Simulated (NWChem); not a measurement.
**[NH2]− (SMILES [NH2-]): levels of theory compared**

We compute a comparison of 6 runs (HF/aug-cc-pVTZ, SVWN5/aug-cc-pVTZ, TPSS/aug-cc-pVTZ, MP2/aug-cc-pVTZ, CCSD/aug-cc-pVTZ, CCSD(T)/aug-cc-pVTZ) of [NH2]−. 

The calculation is run with NWChem 7.3.0.

3 further runs of the same task are left out: 3 set aside as unsound or not needed.

## 1. The system as given

[NH2]− has 3 atoms, charge -1, and is taken as a singlet. SMILES: `[NH2-]`. One bond was lengthened or shortened from a relaxed shape.

Bond lengths: N1–H2 1.181 Å, N1–H3 1.027 Å. Angles: H2–N1–H3 101.8°.

## 2. The energy at HF/aug-cc-pVTZ (run 1)

input.nw reads:

```
start input
title "H2N"
memory total 2200 mb
charge -1

geometry noautosym nocenter noautoz
  N     0.374704   -0.353627    0.170605
  H     0.125500    0.801200    0.156000
  H    -0.435196   -0.748827   -0.322795
end

basis spherical bse
  * library aug-cc-pVTZ
end

scf
  thresh 1e-08
  maxiter 80
end

task scf energy
```

Run with:

```console
$ nwchem input.nw > input.out
```

The program printed:

```text
[...]
  functions       =    92
[...]
  wavefunction    = RHF
[...]
         Total SCF energy =    -55.532836199172
      One-electron energy =    -92.263037564706
      Two-electron energy =     29.681273879596
 Nuclear repulsion energy =      7.048927485937
        Time for solution =     44.8s
[...]
```

Run time: 46 s. Hardware: 1 thread of Intel Xeon Platinum 8375C at 2.90GHz (Ice Lake), shared host; peak memory 0.1 GiB.

## 3. The energy at SVWN5/aug-cc-pVTZ (run 2)

run.py reads:

```python
from ase import Atoms
from ase.calculators.nwchem import NWChem

system = Atoms(['N', 'H', 'H'], positions=[
    [0.374704, -0.353627, 0.170605],
    [0.125500, 0.801200, 0.156000],
    [-0.435196, -0.748827, -0.322795],
])

calc = NWChem(
    label='m1',
    theory='dft',
    memory='2200 mb',
    basis='aug-cc-pVTZ',
    basispar='spherical bse',
    charge=-1,
    dft={'xc': 'slater vwn_5', 'mult': '1', 'grid': 'fine', 'convergence': 'energy 1e-08', 'iterations': '100', 'mulliken': None},
    task='energy',
)
system.calc = calc

print(f"energy = {system.get_potential_energy():.6f} eV")
print("dipole (e A):", system.get_dipole_moment().round(4))
```

Run with:

```console
$ export ASE_NWCHEM_COMMAND="nwchem PREFIX.nwi > PREFIX.nwo"
$ python run.py
```

The program printed:

```text
energy = -1508.958329 eV
dipole (e A): [-0.5053  0.3754 -0.241 ]
```

The calculator wrote m1.nwi:

```
title "m1"

permanent_dir m1

scratch_dir m1

start m1

geometry units angstrom nocenter noautosym noautoz
  N  3.7470399999999998e-01 -3.5362700000000002e-01 1.7060500000000001e-01
  H  1.2550000000000000e-01 8.0120000000000002e-01 1.5600000000000000e-01
  H  -4.3519600000000003e-01 -7.4882700000000002e-01 -3.2279500000000000e-01
end

charge -1

memory 2200 mb

basis spherical bse noprint
   * library aug-cc-pVTZ
end

dft
  xc slater vwn_5
  mult 1
  grid fine
  convergence energy 1e-08
  iterations 100
  mulliken
end

task dft energy
```

m1.nwo:

```text
Northwest Computational Chemistry Package (NWChem) 7.3.0
             --------------------------------------------------------

           Job information
           ---------------

    nwchem branch   = 7.3.0
    use scalapack   = T
    input           = m1.nwi
    prefix          = m1.
    data base       = m1/m1.db
    status          = startup
    nproc           =        1

           Memory information
           ------------------

[... 5 lines left out ...]
    hardfail = no
[... 91 lines left out ...]
          Convergence on energy requested:  1.00D-08
[... 21 lines left out ...]
          Convergence Information
[... 32 lines left out ...]
 1-e energy   =     -98.250173
[... 42 lines left out ...]
      One electron energy =      -92.127344513970
[... 8 lines left out ...]
                       DFT Final Molecular Orbital Analysis
[... 678 lines left out ...]
     Multipole analysis of the density
     ---------------------------------

     L   x y z        total         alpha         beta         nuclear
     -   - - -        -----         -----         ----         -------
     0   0 0 0     -1.000000     -5.000000     -5.000000      9.000000

     1   1 0 0     -0.954834     -2.663104     -2.663104      4.371375
[... 8 lines of this table left out ...]
     2   0 0 2    -11.440590     -6.313583     -6.313583      1.186576

 Task  times  cpu:        9.4s     wall:        9.4s
 Total times  cpu:        9.4s     wall:        9.4s
```

It took 11 s on 1 thread of Intel Xeon Platinum 8375C at 2.90GHz (Ice Lake), shared host; peak memory 0.11 GiB.

Runs 3 to 4 aren't shown in full; the table further down has their settings and results.

## 4. The energy at CCSD/aug-cc-pVTZ (run 5)

run.py reads:

```python
from ase import Atoms
from ase.calculators.nwchem import NWChem

mol = Atoms('NHH', positions=[
    [0.374704, -0.353627, 0.170605],
    [0.125500, 0.801200, 0.156000],
    [-0.435196, -0.748827, -0.322795],
])

calc = NWChem(
    label='h2n',
    theory='ccsd',
    memory='2200 mb',
    basis='aug-cc-pVTZ',
    basispar='spherical bse',
    charge=-1,
    scf={'nopen': '0', 'rhf': None, 'thresh': '1e-08', 'maxiter': '80'},
    ccsd={'freeze': 'core 1', 'maxiter': '60'},
    task='energy',
)
mol.calc = calc

print("Total energy (eV):", round(mol.get_potential_energy(), 6))
```

Run with:

```console
$ export ASE_NWCHEM_COMMAND="nwchem PREFIX.nwi > PREFIX.nwo"
$ python run.py
```

The program printed:

```text
Total energy (eV): -1518.391478
```

The calculator wrote h2n.nwi:

```
title "h2n"

permanent_dir h2n

scratch_dir h2n

start h2n

geometry units angstrom nocenter noautosym noautoz
  N  3.7470399999999998e-01 -3.5362700000000002e-01 1.7060500000000001e-01
  H  1.2550000000000000e-01 8.0120000000000002e-01 1.5600000000000000e-01
  H  -4.3519600000000003e-01 -7.4882700000000002e-01 -3.2279500000000000e-01
end

charge -1

memory 2200 mb

basis spherical bse noprint
   * library aug-cc-pVTZ
end

scf
  nopen 0
  rhf
  thresh 1e-08
  maxiter 80
end
ccsd
  freeze core 1
  maxiter 60
end

task ccsd energy
```

h2n.nwo:

```text
Northwest Computational Chemistry Package (NWChem) 7.3.0
             --------------------------------------------------------

           Job information
           ---------------

    nwchem branch   = 7.3.0
    use scalapack   = T
    input           = h2n.nwi
    prefix          = h2n.
    data base       = h2n/h2n.db
    status          = startup
    nproc           =        1

           Memory information
           ------------------

[... 5 lines left out ...]
    hardfail = no
[... 35 lines left out ...]
            Nuclear Dipole moment (a.u.)
[... 70 lines left out ...]
 Convergence threshold     :          1.000E-08
[... 31 lines left out ...]
      One-electron energy =    -92.263037564576
[... 193 lines left out ...]
 Reference energy:            -55.532836199172870
[... 23 lines left out ...]
  Failed reading restart vector from h2n/h2n.t2
[... 3 lines left out ...]
             energy      energy      error      ampl     ampl      Block
[... 6 lines left out ...]
                  *************converged*************
[... 16 lines left out ...]
 Total SCS-CCSD energy:                 -55.864542746795280
[... 1 line left out ...]
 routine      calls  cpu(0)   cpu-min  cpu-ave  cpu-max   i/o
 aoccsd          1     0.00     0.00     0.00     0.00    0.00
 iterdrv         1     0.01     0.01     0.01     0.01    0.00
 pampt          15     0.05     0.05     0.05     0.05    0.00
[... 9 lines of this table left out ...]
 Total               100.62   100.62   100.62   100.62    0.00

 Task  times  cpu:      143.3s     wall:      143.3s
 Total times  cpu:      143.3s     wall:      143.3s
```

Wall time 2.4 min (1 thread of Intel Xeon Platinum 8375C at 2.90GHz (Ice Lake), shared host); peak memory 0.12 GiB.

## 5. The energy at CCSD(T)/aug-cc-pVTZ (run 6)

h2n.nw reads:

```
start h2n
title "H2N"
memory 2200 mb
charge -1

geometry units angstrom noautosym nocenter noautoz
 N      0.374704    -0.353627     0.170605
 H      0.125500     0.801200     0.156000
 H     -0.435196    -0.748827    -0.322795
end

basis spherical bse
 * library aug-cc-pVTZ
end

scf
 thresh 1e-08
 maxiter 80
 print medium
end

ccsd
 freeze core 1
 maxiter 60
end

task ccsd(t) energy
```

Run with:

```console
$ nwchem h2n.nw > h2n.out
```

The program printed:

```text
[...]
  functions       =    92
[...]
  wavefunction    = RHF
[...]
         Total SCF energy =    -55.532836199172
      One-electron energy =    -92.263037564706
      Two-electron energy =     29.681273879596
 Nuclear repulsion energy =      7.048927485937
        Time for solution =     38.0s
[...]
 Total MP2 energy:            -55.796801595933211
[...]
             energy      energy      error      ampl     ampl      Block
                                                time     time      time
[...]
 Total CCSD energy:            -55.799858075555647
[...]
 Total CCSD+T(CCSD) energy:            -55.813587043923789
[...]
 Total CCSD(T) energy:                 -55.812814024135811
[...]
```

It took 2.8 min on 1 thread of Intel Xeon Platinum 8375C at 2.90GHz (Ice Lake), shared host; peak memory 0.16 GiB.

## 6. All runs side by side

```csv
run,level,iteration cap,module,energy (Eh),HOMO energy (eV),LUMO energy (eV),HOMO–LUMO gap (eV),wall time
1,HF/aug-cc-pVTZ,80,scf,-55.532836,-1.51,4.50,6.01,46 s
2,SVWN5/aug-cc-pVTZ,100,dft,-55.453196,2.37,3.32,0.95,11 s
3,TPSS/aug-cc-pVTZ,100,dft,-55.922836,2.56,3.41,0.85,15 s
4,MP2/aug-cc-pVTZ,80,mp2,-55.796802,-1.51,4.50,6.01,43 s
5,CCSD/aug-cc-pVTZ,80,ccsd,-55.799858,-1.51,4.50,6.01,2.4 min
6,CCSD(T)/aug-cc-pVTZ,80,ccsd(t),-55.812814,-1.51,4.50,6.01,2.8 min
```

## 7. Results

```
                                                    quantity         value
                                         run 6: total energy  -55.81281 Eh
                  run 6: HOMO energy (Hartree–Fock orbitals)      -1.51 eV
                  run 6: LUMO energy (Hartree–Fock orbitals)       4.50 eV
run 6: HOMO–LUMO gap (to an unbound level, set by the basis)       6.01 eV
           run 6: correlation energy (1 core orbital frozen)    -280.0 mEh
                                       run 6: (T) correction    -12.96 mEh
```

**Reading.** Below the HF energy at the same shape and in the same basis (aug-cc-pVTZ): MP2 -264.0 mEh; CCSD -267.0 mEh; CCSD(T) -280.0 mEh. Over runs 1, 2, 3 the HOMO–LUMO gap runs from 0.85 eV (TPSS/aug-cc-pVTZ) to 6.01 eV (HF/aug-cc-pVTZ). Exact exchange widens orbital gaps. The empty levels of an anion lie above zero and hang on the basis. Totals of different functionals can't be ranked against each other. In runs 2, 3 the HOMO lies above zero, so the outermost electron may be held by the basis alone. All runs together took 7.2 min, the longest 2.8 min.
